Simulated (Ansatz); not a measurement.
SrFZnSb (P4/nmm, No. 129; cell taken from a computed entry) was calculated with r²SCAN+SOC (Ansatz, an electronic-structure program, PAW).

Run with plane-wave cutoff 560 eV, 14×14×6 k mesh (along the axes of the cell as run), Fermi–Dirac smearing 0.05 eV, PAW data made under PBE.

Cell (relaxed with PBEsol):

```cif
data_F2Sb2Sr2Zn2
_chemical_formula_sum 'Sr2 Zn2 Sb2 F2'
_space_group_name_H-M_alt 'P4/nmm :1'
_space_group_IT_number 129
_space_group_name_Hall 'P 4ab 2ab -1ab'
_cell_length_a 4.25850
_cell_length_b 4.25850
_cell_length_c 9.34680
_cell_angle_alpha 90.000
_cell_angle_beta 90.000
_cell_angle_gamma 90.000
loop_
_space_group_symop_operation_xyz
  'x, y, z'
  '-y+1/2, x+1/2, z'
  '-x, -y, z'
  'y+1/2, -x+1/2, z'
  'x+1/2, -y+1/2, -z'
  '-y, -x, -z'
  '-x+1/2, y+1/2, -z'
  'y, x, -z'
  '-x+1/2, -y+1/2, -z'
  'y, -x, -z'
  'x+1/2, y+1/2, -z'
  '-y, x, -z'
  '-x, y, z'
  'y+1/2, x+1/2, z'
  'x, -y, z'
  '-y+1/2, -x+1/2, z'
loop_
_atom_site_label
_atom_site_type_symbol
_atom_site_symmetry_multiplicity
_atom_site_Wyckoff_symbol
_atom_site_fract_x
_atom_site_fract_y
_atom_site_fract_z
_atom_site_occupancy
Sr1 Sr 2 c 0.50000 0.00000 0.13923 1
Zn1 Zn 2 b 0.50000 0.50000 0.50000 1
Sb1 Sb 2 c 0.00000 0.50000 0.32049 1
F1 F 2 a 0.00000 0.00000 0.00000 1
```

Question: Give the computed band gap.

Answer: 
- band gap = 0.01 eV (under three smearing widths, so not firm)

Note: cell and atoms aren't relaxed at this level (largest force component 0.03 eV/Å, pressure 1.6 GPa).

Static lattice: no zero-point or thermal effects.

Cost on a shared machine: very roughly 60 core-minutes.
